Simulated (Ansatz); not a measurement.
Process, species as SMILES: O (H2O) + H+ → [OH3+]
B3LYP-D3(BJ)/def2-TZVP geometries, fixed; electronic energies without zero-point terms; positive where energy is released.
Largest species:
```
O
H 1 0.9812
H 1 0.9812 2 113.40
H 1 0.9812 2 113.40 3 131.22
```
Charge +1, spin multiplicity 1.

The proton affinity at CCSD(T) with Ansatz (a quantum-chemistry and plane-wave program), in kcal/mol, split into its Hartree-Fock and correlation parts. Cores are frozen. No added dispersion term, no relativity. Functions are those of the species that has most.

```
basis    X  functions  Hartree-Fock  CCSD(T)
-------  -  ---------  ------------  -------
cc-pVDZ  2         29        178.67   180.54
cc-pVTZ  3         72        177.03   175.16
cc-pVQZ  4        145        176.10   172.94
cc-pV5Z  5        256        175.66   171.85
```

Worked estimate of the basis-set limit from each neighbouring pair, with Hartree-Fock from the larger set and the correlation part extrapolated as X^-3.
Correlation parts: X = 2: 1.87, X = 3: -1.87, X = 4: -3.16, X = 5: -3.81.
- (2,3): (27·(-1.87) - 8·(1.87))/19 = -3.44; with Hartree-Fock 177.03 the estimate is 173.59 kcal/mol.
- (3,4): (64·(-3.16) - 27·(-1.87))/37 = -4.10; with Hartree-Fock 176.10 the estimate is 172.00 kcal/mol.
- (4,5): (125·(-3.81) - 64·(-3.16))/61 = -4.49; with Hartree-Fock 175.66 the estimate is 171.17 kcal/mol.
The last two estimates differ by 0.83 kcal/mol; the largest set lies 0.68 from the last. Over the last step Hartree-Fock moves by -0.44 and the correlation part by -0.65.
